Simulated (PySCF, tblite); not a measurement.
A complex of silane and methanol

A gas-phase complex of silane and methanol; neutral, singlet. The structure comes from a short search (6 tight-binding starts) and was relaxed by PBE0-D3(BJ)/def2-SVPD; another way of binding may lie lower. No frequency run checks that it is a minimum.

```
part      name  SMILES  atoms  charge  multiplicity
   1    silane  [SiH4]    1–5       0             1
   2  methanol      CO   6–11       0             1
```

```csv
atom,part,x (Å),y (Å),z (Å)
Si1,1,-0.139,-0.123,0.205
H2,1,-0.763,-1.474,0.075
H3,1,1.288,-0.318,0.611
H4,1,-0.163,0.583,-1.107
H5,1,-0.828,0.673,1.258
C6,2,-3.135,-0.039,-2.014
O7,2,-3.052,0.185,-0.627
H8,2,-2.509,-0.889,-2.336
H9,2,-4.173,-0.215,-2.344
H10,2,-2.764,0.866,-2.511
H11,2,-3.393,-0.578,-0.156
```

Contacts between parts, classed by geometry: H3–Si1···O7 3.045 Å (tetrel bond, 178°).

Interaction energies are complex less parts, with the parts frozen as they stand in it; counterpoise-corrected, in kcal/mol (PySCF).

**Question.** Give the interaction energy at each level run.

**Answer.** 
```csv
level,interaction,superposition error removed
wB97M-D3(BJ)/def2-TZVPD,-2.59,-0.09
PBE0-D3(BJ)/def2-TZVPD,-2.39,-0.08
```

**Question.** What holds them together? Decompose the wB97M-D3(BJ)/def2-TZVPD energy: frozen parts, their antisymmetrised product, then relaxation.

**Answer.** electrostatic -4.4, Pauli repulsion +4.9, orbital relaxation -1.7, dispersion correction -1.5 kcal/mol, which sum to the value before the counterpoise correction; the Pauli term holds the exchange-correlation of the frozen density too. Of the attraction, 58 % is electrostatic, 22 % is orbital relaxation, 20 % is dispersion correction.

The parts were also relaxed and run alone, at the levels used for the complex: shieldings by PBE0/pcSseg-2; core levels by delta-SCF with SCAN, pcX-2 on the ionised atom and pcseg-1 elsewhere, spin-free X2C (2p3/2 is the spin-free 2p value less a third of a first-order spin-orbit splitting).

**Question.** What does binding change?

**Answer.** 
```csv
property,alone,in the complex,change
H3–Si1 bond (Å),1.492,1.497,+0.005
shielding of Si1 (ppm),447.4,443.2,-4.2
shielding of O7 (ppm),328.4,317.4,-11.0
shielding of H3 (ppm),27.69,27.71,+0.02
Si1 2p3/2 core level (eV),107.16,106.72,-0.44
C6 1s core level (eV),292.45,292.49,+0.04
O7 1s core level (eV),539.00,539.04,+0.04
```

The 4 runs behind this took 80 s in all, one thread each of Arm Neoverse V2 on a shared host, launched as `OMP_NUM_THREADS=1 python cluster_run.py task.json out`.
